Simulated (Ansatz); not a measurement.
Geometry optimisation, RKS B3LYP-D4/6-31G in Ansatz.

Input:

```yaml
crystal:
  periodic: [false, false, false]
  atoms:
    - { symbol: C, position_ang: [-0.45993, 1.30049, -0.48961] }
    - { symbol: C, position_ang: [-0.01531, 0.00795, -0.02324] }
    - { symbol: C, position_ang: [0.81288, -0.06992, 1.16952] }
    - { symbol: C, position_ang: [-0.3874, -1.20304, -0.72773] }
    - { symbol: H, position_ang: [-1.07834, 1.26427, -1.38199] }
    - { symbol: H, position_ang: [-0.99231, 1.82434, 0.31338] }
    - { symbol: H, position_ang: [0.40632, 1.95033, -0.66277] }
    - { symbol: H, position_ang: [0.3408, -0.70737, 1.92321] }
    - { symbol: H, position_ang: [1.0291, 0.90111, 1.60733] }
    - { symbol: H, position_ang: [1.75308, -0.58584, 0.9526] }
    - { symbol: H, position_ang: [0.50335, -1.76912, -1.01892] }
    - { symbol: H, position_ang: [-0.91044, -1.89235, -0.05669] }
    - { symbol: H, position_ang: [-1.00181, -1.02083, -1.60511] }
total_charge: 1
basis:
  gaussian: { orbitals: "6-31G" }
hamiltonian:
  xc: b3lyp
  dispersion: d4
relax:
  f_tol: 0.015
  max_steps: 40
output:
  orbitals: {}
```

Run as:

```bash
$ ansatz run input.yaml --threads 1 --pin off --max-ram 2048MiB --backend cpu --events-out ev --progress --plain --runs-dir out
```

**Question.** Where does it end, and by what steps?

**Answer.** The run converged. The force dipped under the threshold on the way, but the program's further checks kept it going. Limits of this set-up: no polarisation functions, the dipole of an ion depends on the origin. After 19 steps the energy has fallen by 0.088 eV; H12 moved furthest, 0.95 Å.

```json
{"step": "0", "energy less start (eV)": "0.0000", "largest force component (eV/Å)": "0.480", "accepted": "yes"}
{"step": "1", "energy less start (eV)": "-0.0310", "largest force component (eV/Å)": "0.204", "accepted": "yes"}
{"step": "2", "energy less start (eV)": "-0.0350", "largest force component (eV/Å)": "0.049", "accepted": "yes"}
{"step": "3", "energy less start (eV)": "-0.0384", "largest force component (eV/Å)": "0.090", "accepted": "yes"}
{"step": "4", "energy less start (eV)": "-0.0405", "largest force component (eV/Å)": "0.047", "accepted": "yes"}
{"step": "5", "energy less start (eV)": "-0.0589", "largest force component (eV/Å)": "0.115", "accepted": "yes"}
{"step": "6", "energy less start (eV)": "-0.0645", "largest force component (eV/Å)": "0.172", "accepted": "yes"}
{"step": "7", "energy less start (eV)": "-0.0646", "largest force component (eV/Å)": "0.427", "accepted": "yes"}
{"step": "8", "energy less start (eV)": "-0.0829", "largest force component (eV/Å)": "0.046", "accepted": "yes"}
{"step": "9", "energy less start (eV)": "-0.0851", "largest force component (eV/Å)": "0.009", "accepted": "yes"}
{"step": "10", "energy less start (eV)": "-0.0725", "largest force component (eV/Å)": "0.631", "accepted": "no"}
{"step": "11", "energy less start (eV)": "-0.0854", "largest force component (eV/Å)": "0.144", "accepted": "yes"}
{"step": "12", "energy less start (eV)": "-0.0852", "largest force component (eV/Å)": "0.177", "accepted": "no"}
{"step": "13", "energy less start (eV)": "-0.0871", "largest force component (eV/Å)": "0.033", "accepted": "yes"}
{"step": "14", "energy less start (eV)": "-0.0874", "largest force component (eV/Å)": "0.002", "accepted": "yes"}
{"step": "15", "energy less start (eV)": "-0.0878", "largest force component (eV/Å)": "0.042", "accepted": "yes"}
{"step": "16", "energy less start (eV)": "-0.0880", "largest force component (eV/Å)": "0.033", "accepted": "yes"}
{"step": "17", "energy less start (eV)": "-0.0881", "largest force component (eV/Å)": "0.019", "accepted": "yes"}
{"step": "18", "energy less start (eV)": "-0.0882", "largest force component (eV/Å)": "0.013", "accepted": "yes"}
{"step": "19", "energy less start (eV)": "-0.0883", "largest force component (eV/Å)": "0.010", "accepted": "yes"}
```

```xyz
13
Properties=species:S:1:pos:R:3
C -0.597 1.278 -0.410
C 0.000 0.000 0.000
C 0.959 -0.040 1.112
C -0.362 -1.238 -0.702
H -1.305 1.200 -1.234
H -1.078 1.755 0.461
H 0.210 1.985 -0.674
H 0.595 -0.744 1.880
H 1.164 0.930 1.564
H 1.900 -0.502 0.766
H 0.144 -2.129 -0.333
H -1.456 -1.378 -0.648
H -0.174 -1.116 -1.783
```

Whether the end is a true minimum wasn't checked by a vibrational analysis.

The run took 100 s on 1 thread of Intel(R) Xeon(R) Processor @ 2.50GHz (Skylake/Cascade Lake) (shared host), peak memory 0.14 GiB.
